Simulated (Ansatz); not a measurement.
Process, species as SMILES: [CH]=C=O → 2 C atom + H atom + O atom
B3LYP-D3(BJ)/def2-TZVP geometries, fixed; electronic energies without zero-point terms.
Largest species:
```
C
O 1 1.1710
C 1 1.2878 2 170.77
H 3 1.0711 1 137.10 2 -180.00
```
Charge 0, spin multiplicity 2.

How fast the atomisation energy converges with the basis for several methods (Ansatz, an electronic-structure program): deviation from each method's own reference, in kcal/mol. References: CCSD(T) 417.74 kcal/mol, Hartree-Fock in cc-pVQZ plus the correlation part extrapolated as X^-3 from cc-pVTZ and cc-pVQZ; HF 281.19 kcal/mol, the value in pcseg-4; MP2 433.87 kcal/mol, Hartree-Fock in aug-cc-pVQZ plus the correlation part extrapolated as X^-3 from aug-cc-pVTZ and aug-cc-pVQZ; PBE 450.21 kcal/mol, the value in pcseg-4; PBE0 429.05 kcal/mol, the value in pcseg-4; wB97M-V 423.40 kcal/mol, the value in pcseg-4. Cartesian d functions, on some or all atoms, in 6-31+G*; all else is spherical. In correlated methods cores are frozen. Open shells are unrestricted. No added dispersion term, no relativity. Functionals ending in -V hold VV10 correlation. 

```csv
basis,functions,CCSD(T),HF,MP2,PBE,PBE0,wB97M-V
pcseg-1,47,-30.67,-7.36,-32.29,-6.47,-7.27,[?]
6-31+G*,59,-36.06,-9.10,-37.85,-8.60,-8.73,[?]
def2-SVPD,71,-18.88,4.45,-18.96,4.20,4.00,[?]
aug-pcseg-1,78,-26.86,-2.64,-26.25,-5.35,-4.47,[?]
def2-TZVPD,123,-13.45,-1.43,-13.50,-0.57,-0.86,[?]
aug-cc-pVTZ,161,-10.91,-1.53,-10.96,-1.12,-1.22,[?]
cc-pVQZ,195,-4.96,-0.57,-5.25,0.91,0.29,[?]
def2-QZVPP,201,-5.02,-0.61,-5.24,-0.24,-0.34,[?]
```

Q: What belongs in the gaps?

A: 
- pcseg-1, wB97M-V: -7.64
- 6-31+G*, wB97M-V: -7.91
- def2-SVPD, wB97M-V: 6.14
- aug-pcseg-1, wB97M-V: -5.93
- def2-TZVPD, wB97M-V: -0.73
- aug-cc-pVTZ, wB97M-V: -1.63
- cc-pVQZ, wB97M-V: 0.18
- def2-QZVPP, wB97M-V: -0.54

Mean absolute deviation over def2-TZVPD, aug-cc-pVTZ: PBE 0.85, PBE0 1.04, wB97M-V 1.18, HF 1.48, CCSD(T) 12.18, MP2 12.23 kcal/mol.
